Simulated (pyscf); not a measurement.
This saddle point was located with ωB97X-D3(BJ)/def2-SVP in PySCF.

```
Sn
O 1 1.8202
O 1 1.8610 2 166.05
H 3 1.5943 1 85.88 2 176.20
S 4 1.4552 3 140.49 1 0.33
H 5 1.3486 4 94.02 3 -92.26
```
Charge 0, spin multiplicity 1.

Surface: singlet, charge 0. Lowest wavenumbers (cm⁻¹): 545i, 144, 150, 228, 369.

Task: Which two sides does it connect, and which bonds change?

Result: O=Sn=O (SMILES [O]=[Sn]=[O]) + H₂S (SMILES S) ⇌ O=Sn(OH)–SH (SMILES [O]=[Sn]([OH])[SH]), an addition across a multiple bond or ene-type step read from left to right: H–S broken and S–Sn, H–O formed. At CCSD(T)/def2-TZVPP + ΔMP2(QZVPP) it lies -4.7 kcal/mol from the left side and +50.2 kcal/mol from the right (each side as separated species at their lowest minima found). On the reactant side the descent ends in an adduct with a S–Sn contact, 13.7 kcal/mol under the separated species and 3.8 kcal/mol under the saddle at ωB97X-D3(BJ)/def2-TZVP. On the product side the descent ends in a point that may be a rotor saddle (no frequency run), 1.6 kcal/mol over the lowest minimum found and 52.2 kcal/mol under the saddle at ωB97X-D3(BJ)/def2-TZVP. At CCSD(T) the saddle lies under the separated reactants, which points to a path from their complex (located at ωB97X-D3(BJ) alone). What is counted as formed (S–Sn) is already present as a longer contact in the reactant adduct; forming that adduct is a step of its own. At ωB97X-D3(BJ)/def2-TZVP the barrier from the zero used here is -9.9 kcal/mol. O=Sn(OH)–SH lies 29.7 kcal/mol over its isomer HO–Sn(OH)=S (electronic energy, ωB97M-D3(BJ)/def2-TZVP). One saddle was located; it need not be the lowest between these sides. The CCSD(T) − MP2 part came from Ansatz, without density fitting, on the same reference. The largest closed-shell T1 diagnostic is 0.031, which may signal static correlation. The frozen core leaves the outer d or s,p core shells of the metals and heavy elements correlated in the MP2 and CC values, and def2-TZVPP describes them poorly, which can shift differences by a few kcal/mol. Elements past Kr carry the def2 core potentials, without spin-orbit coupling.
